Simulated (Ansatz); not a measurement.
This Ansatz (a program for electronic structure) input (r2SCAN/def2-QZVPPD) gives -559.50682 Eh with 145 basis functions. A basis named .json is the Basis Set Exchange file of that set (core-valence sets with the plain set on hydrogen).

Ansatz 0.2 input:
```yaml
crystal:
  periodic: [false, false, false]
  atoms:
    - {symbol: F, position_ang: [-0.00000000, -0.00000000, -1.00770435]}
    - {symbol: Cl, position_ang: [0.00000000, 0.00000000, 0.53349054]}
basis:
  gaussian:
    orbitals: def2-QZVPPD.json
hamiltonian:
  xc: {name: r2SCAN}
total_charge: 1
magnetization: {spin_polarized: true, initial_magnetization: 1}
```

Change:
```diff
- orbitals: def2-QZVPPD.json
+ orbitals: pcseg-4.json
```

Question: What does the run give now?

Answer: -559.50740 Eh (r2SCAN/pcseg-4, 206 functions), a change of -0.58 mEh.
